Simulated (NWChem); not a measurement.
**C$_{2}$H$_{5}$O in NWChem**

SMILES: CC[O]
```xyz
8

C     -1.1839     0.2530     0.0000
C      0.3421     0.3570     0.0000
O      1.0449    -0.7891     0.0000
H     -1.6601     1.2549     0.0000
H     -1.5328    -0.2999    -0.8953
H     -1.5328    -0.2999     0.8953
H      0.7085     0.9988     0.8606
H      0.7085     0.9988    -0.8606
```
Charge 0, spin multiplicity 2.

All runs are NWChem calculations. Structure: optimised with UPBE/def2-SVP, a minimum by its harmonic frequencies.

The correlated methods keep 3 core orbitals frozen. The structure started from a generated list of species. The unpaired electrons of the parent sit in orbitals of symmetry a" (Cs labels of the run); other states weren't searched. No SCF solution was tested for a lower state.

Worked example. A B2PLYP run in STO-3G ends its self-consistent part (53 % exact exchange, 47 % B88, 73 % LYP) at -152.09309 Ha, and second-order perturbation theory on those orbitals gives -0.15299 Ha unscaled.

The perturbative term enters with the weight 0.27: -152.09309 + 0.27·(-0.15299) = -152.13440 Ha is the total energy.
